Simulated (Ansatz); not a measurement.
Results of PBEsol (PAW; Ansatz, an electronic-structure program) for chalcopyrite CdGeAs2.

Numerical settings: plane-wave cutoff 520 eV, 8×8×8 k mesh, Fermi–Dirac smearing 0.01 eV, scalar-relativistic PAW data made under PBE.

Starting structure:

```
CdAs2Ge
1.0
   -2.97000     2.97000     5.61000
    2.97000    -2.97000     5.61000
    2.97000     2.97000    -5.61000
Cd Ge As
2 2 4
Direct
  0.00000   0.00000   0.00000
  0.75000   0.25000   0.50000
  0.50000   0.50000   0.00000
  0.25000   0.75000   0.50000
  0.87500   0.84600   0.47100
  0.15400   0.62500   0.02900
  0.37500   0.40400   0.52900
  0.59600   0.12500   0.97100
```

**Question.** Into what structure does the relaxation of cell and atoms lead at this level, with the symmetry of the start kept?

**Answer.** The volume rises by 0.9 %; final space group I-42d.
```
CdAs2Ge
1.0
   -2.97123     2.97123     5.65543
    2.97123    -2.97123     5.65543
    2.97123     2.97123    -5.65543
Cd Ge As
2 2 4
Direct
  0.00000   0.00000   0.00000
  0.75000   0.25000   0.50000
  0.50000   0.50000   0.00000
  0.25000   0.75000   0.50000
  0.87500   0.84973   0.47473
  0.15027   0.62500   0.02527
  0.37500   0.40027   0.52527
  0.59973   0.12500   0.97473
```
